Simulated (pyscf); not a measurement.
Optimised with ωB97X-D3(BJ)/def2-SVP in PySCF.

### Question
PBE/def2-TZVP puts the barrier of `[NH3]` + `[InH3]` → `[NH2][InH2]` + `[H][H]` (four-centre exchange; singlet surface; H–N, H–In broken, In–N, H–H formed) at 0.64 eV and the reaction energy at -0.03 eV, from the separated reactants. What do B3LYP-D3(BJ)/def2-TZVP, M06-2X/def2-TZVP, ωB97M-D3(BJ)/def2-TZVP give on the same structures?

### Answer
B3LYP-D3(BJ): ΔE‡ = 0.78 eV, ΔE = -0.03 eV; M06-2X: ΔE‡ = 0.67 eV, ΔE = -0.17 eV; ωB97M-D3(BJ): ΔE‡ = 0.87 eV, ΔE = +0.04 eV. PBE's barrier lies under all of them, by 0.03 to 0.23 eV. Its reaction energy lies among theirs. On the reactant side the descent ends in an adduct with a In–N contact, 0.94 eV under the separated species and 1.70 eV under the saddle at ωB97X-D3(BJ)/def2-TZVP. What is counted as formed (In–N) is already present as a longer contact in the reactant adduct; forming that adduct is a step of its own. At the saddle there is also a short H–In contact that neither side keeps. At ωB97X-D3(BJ)/def2-TZVP the barrier from the zero used here is 0.76 eV. This is the saddle that the search found; another between the same sides may lie lower. Elements past Kr carry the def2 core potentials, without spin-orbit coupling.
